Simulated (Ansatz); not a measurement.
Basis-set extrapolation for C2H2O2 (PBE0-D4/def2-TZVP geometry, frozen core, Ansatz 0.2.0). Multiplicity 1, RHF reference.

```
                      def2-TZVPP   def2-QZVPP
                 HF  -226.592753  -226.602891
    MP2 correlation    -0.756125    -0.813837
CCSD(T) correlation    -0.807982      not run
```

Energies in hartree. Use E(X) = E(∞) + A·exp(−7.88·√X) for Hartree–Fock and E(X) = E(∞) + B·X^(−2.97) for correlation, with X = 3 and 4, and add CCSD(T) minus MP2 of the smaller set to the MP2 limit.

What is the CCSD(T) energy at the basis-set limit?

HF limit: -226.602891 + (-0.010138) × 0.13774 = -226.60429. MP2 limit: -0.813837 + (-0.057712) × 0.74074 = -0.85659. Higher-order term: -0.807982 − (-0.756125) = -0.05186. Total: -227.51274 hartree, 3.05 eV below CCSD(T)/def2-TZVPP.
